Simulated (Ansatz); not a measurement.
# BClH₂, SMILES BCl: a composite energy at a relaxed geometry

Program: the Ansatz DFT code, driven from Python.

At the Python prompt:
```pycon
>>> import itertools
>>> import ansatz as az
>>> from ase.data import atomic_numbers, covalent_radii
>>> import numpy as np
>>> BASIS_SET = 'def2-SVP'
>>> FUNCTIONAL = 'b3lyp'
>>> VDW = 'd4'
>>> GEOMETRY = '''
... B    -0.10400   -0.00780   -0.05950
... Cl    1.44170   -0.39170    0.74140
... H    -1.17140   -0.53980    0.21120
... H    -0.11080    0.87900   -0.91340
... '''
>>> mol = az.Crystal.molecule()
>>> for line in GEOMETRY.strip().splitlines():
...     symbol, *xyz = line.split()
...     mol = mol.atom(symbol, [float(v) for v in xyz])
...
>>> job = (
...     mol.calculation()
...     .basis(gaussian=BASIS_SET)
...     .functional(FUNCTIONAL, dispersion=VDW)
... )
>>> symbols = [site.symbol for site in mol.cartesian_sites]
>>> start = np.array([site.position_ang for site in mol.cartesian_sites], dtype=float)
>>> report = job.relax(force_tolerance=0.01).run(threads=1).report
>>> end = np.array(report['positions_ang'])
>>> # pairs closer than 1.2 times the sum of covalent radii, before or after
>>> radius = [covalent_radii[atomic_numbers[s]] for s in symbols]
>>> span = lambda where, i, j: np.linalg.norm(where[i] - where[j])
>>> bonded = [(i, j) for i, j in itertools.combinations(range(len(symbols)), 2) if min(span(start, i, j), span(end, i, j)) < 1.2 * (radius[i] + radius[j])]
>>> print('pair        before    after (A)')
pair        before    after (A)
>>> for i, j in bonded:
...     print(f'{symbols[i]}{i}-{symbols[j]}{j}'.ljust(10), f'{span(start, i, j):8.4f} {span(end, i, j):8.4f}')
...
B0-Cl1       1.7827   1.7460
B0-H2        1.2230   1.2007
B0-H3        1.2311   1.2007
>>> minimum = az.Crystal.molecule()
>>> for symbol, place in zip(symbols, end):
...     minimum = minimum.atom(symbol, place.tolist())
...
>>> at_minimum = minimum.calculation()
>>> # MP2 extrapolated to the basis limit, plus the small-basis difference CCSD(T) - MP2
>>> level = lambda method, basis: at_minimum.basis(gaussian=basis).correlation(method).run(threads=1).report
>>> small, large, cluster = level('mp2', 'cc-pVDZ'), level('mp2', 'cc-pVTZ'), level('ccsd_t', 'cc-pVDZ')
>>> corr = lambda each: (each['free_energy_ev'] - each['reference_energy_ev']) / 27.211386246
>>> mp2_limit = (27 * corr(large) - 8 * corr(small)) / 19
>>> pieces = {'HF / cc-pVTZ': large['reference_energy_ev'] / 27.211386246, 'MP2 correlation, DZ-TZ limit': mp2_limit, 'CCSD(T) - MP2 / cc-pVDZ': corr(cluster) - corr(small)}
>>> for name, value in pieces.items():
...     print(f'{name:32s} {value:14.6f} Ha')
...
HF / cc-pVTZ                        -485.397502 Ha
MP2 correlation, DZ-TZ limit          -0.323825 Ha
CCSD(T) - MP2 / cc-pVDZ               -0.033968 Ha
>>> print(f'{"sum":32s} {sum(pieces.values()):14.6f} Ha')
sum                                 -485.755295 Ha
>>> print('T1 diagnostic', round(cluster['correlation']['coupled_cluster']['t1_diagnostic'], 4))
T1 diagnostic 0.0133
```

Total energies depend on the basis set; only differences at equal settings carry meaning. The sum leaves out core correlation, relativity, the Hartree-Fock basis error and zero-point energy; a DZ-TZ extrapolation is rough. b3lyp holds the VWN-RPA fit, as in Gaussian; the form of ORCA and Turbomole is b3lyp5. Inner cores stay frozen, so this is valence correlation. For Al to Cl the sets with a tight d function, cc-pV(X+d)Z, are usual. An extrapolation from small basis sets is rough. Wall time of the script: 3.2 s on 1 thread of Intel(R) Xeon(R) 6975P-C (Granite Rapids) (shared host), peak memory 0.2 GiB.

(A comment or docstring line of the script was reworded after the run, the code is as it ran.)
